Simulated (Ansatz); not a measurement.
# PO (Phosphorus monoxide): methods side by side

PO: 2 atoms, total charge 0, spin state doublet. As SMILES, `O=[P]`. The shape is that of a GFN2-xTB optimisation.

```xyz
2

O     0.0000    0.0000    0.0000
P     0.0000    0.0000    1.4551
```

Quantity: the electronic atomisation energy, in eV. The values are calculated. Electronic energies at fixed atoms, without zero-point motion or spin-orbit coupling.

```json
{"level": "UHF/STO-3G", "kind": "Hartree–Fock", "program": "Ansatz", "value (eV)": "0.51", "less FCI/STO-3G": "-2.95"}
{"level": "USVWN5/STO-3G", "kind": "LDA", "program": "Ansatz", "value (eV)": "7.05", "less FCI/STO-3G": "+3.59"}
{"level": "UBLYP/STO-3G", "kind": "GGA", "program": "Ansatz", "value (eV)": "5.86", "less FCI/STO-3G": "+2.40"}
{"level": "UPBE/STO-3G", "kind": "GGA", "program": "Ansatz", "value (eV)": "5.90", "less FCI/STO-3G": "+2.44"}
{"level": "U-r2SCAN/STO-3G", "kind": "meta-GGA", "program": "Ansatz", "value (eV)": "5.11", "less FCI/STO-3G": "+1.65"}
{"level": "UBHLYP/STO-3G", "kind": "global hybrid", "program": "Ansatz", "value (eV)": "3.81", "less FCI/STO-3G": "+0.35"}
{"level": "UMP2/STO-3G", "kind": "perturbation theory", "program": "Ansatz", "value (eV)": "1.95", "less FCI/STO-3G": "-1.51"}
{"level": "UCCSD/STO-3G", "kind": "coupled cluster or CI", "program": "Ansatz", "value (eV)": "3.36", "less FCI/STO-3G": "-0.10"}
{"level": "FCI/STO-3G", "kind": "exact in the basis", "program": "Ansatz", "value (eV)": "3.46", "less FCI/STO-3G": "0.00"}
```

FCI/STO-3G is exact within its basis and frozen core, so for wave-function methods in that basis the difference is their error; functionals converge differently with the basis, so for them it is only a difference. The values span 0.51 to 7.05 eV. Spin contamination of the reference (⟨S²⟩ at least 0.1 too high) touches UHF/STO-3G, UMP2/STO-3G, UCCSD/STO-3G. All rows use very small basis sets, so even the best lies far from the true value.
